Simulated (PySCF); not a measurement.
Compound: SiH3(NHMe), CH₇NSi.
Structure used (PBE0-D3(BJ)/def2-SVP), in Å, numbered top down from 1:
```xyz
10
CH7NSi angstrom
Si     0.5589    0.9645    0.8674
H      0.5301    0.9321    2.3602
H      1.9849    1.0359    0.4054
H     -0.0927    2.2288    0.3887
N     -0.2548   -0.4567    0.3281
C     -0.4831   -0.8313   -1.0433
H     -0.6239   -1.0989    1.0174
H     -1.5571   -0.8919   -1.3000
H     -0.0409   -0.0814   -1.7184
H     -0.0216   -1.8013   -1.3054
```

The calculation used TDDFT wB97X-D/def2-SVPD, vertical, gas phase, core orbitals frozen in the response (PySCF 2.14.0, density-fitted response routines).

| state | E (eV) | E (hartree) | f | \|μ\| (D) | main configurations (H = HOMO, L = LUMO) |
| --- | --- | --- | --- | --- | --- |
| S1 | 5.93 | 0.2180 | 0.0014 | 0.25 | H→L (91%) |
| S2 | 7.04 | 0.2587 | 0.0088 | 0.57 | H→L+1 (43%), H→L+3 (29%), H→L+2 (22%) |
| S3 | 7.19 | 0.2641 | 0.023 | 0.91 | H→L+2 (48%), H→L+1 (37%) |
| S4 | 7.66 | 0.2816 | 0.021 | 0.84 | H→L+3 (45%), H→L+2 (19%), H→L+4 (15%) |
| S5 | 7.68 | 0.2821 | 0.052 | 1.33 | H→L+4 (82%) |
| S6 | 7.73 | 0.2840 | 0.010 | 0.59 | H→L+5 (74%), H→L+3 (11%) |
| S7 | 8.79 | 0.3231 | 0.049 | 1.22 | H-1→L (71%), H-1→L+2 (14%), H-1→L+1 (10%) |
| S8 | 8.88 | 0.3265 | 0.0083 | 0.50 | H-2→L (62%), H-2→L+1 (15%), H→L+8 (8%) |
| S9 | 9.02 | 0.3313 | 0.078 | 1.51 | H→L+6 (93%) |
| S10 | 9.17 | 0.3369 | 0.0011 | 0.17 | H→L+7 (85%) |

Triplets (Tamm–Dancoff): T1 5.71 eV, H→L (83%), H→L+1 (10%); T2 6.90 eV, H→L+1 (51%), H→L+3 (25%), H→L+2 (11%); T3 6.99 eV, H→L+2 (59%), H→L+1 (19%); T4 7.24 eV, H→L+4 (93%).

The lowest singlet lies at 5.93 eV (209 nm, ultraviolet) and is very weak; its leading configuration is HOMO→LUMO (91%). The strongest level in the table is S9 at 9.02 eV (138 nm, f = 0.078). Löwdin shares by element: HOMO nitrogen 56%, silicon 11%, carbon 11%, hydrogen 5% or more (atoms not listed hold the other 17%); LUMO silicon 35%, carbon 17%, hydrogen 9% or more, nitrogen 8% (atoms not listed hold the other 31%). Orbital energies (eV): HOMO-3 -12.06, HOMO-2 -11.52, HOMO-1 -11.37, HOMO -8.58, LUMO 2.04, LUMO+1 2.56, LUMO+2 3.03. The listed states span 3.24 eV, and the widest gap between neighbours is 1.11 eV (S1 to S2). The oscillator strengths of these states sum to 0.252; summed over the whole spectrum of an exact calculation they would give the number of electrons, 34 (Thomas–Reiche–Kuhn). The window holds the lowest 10 singlets.
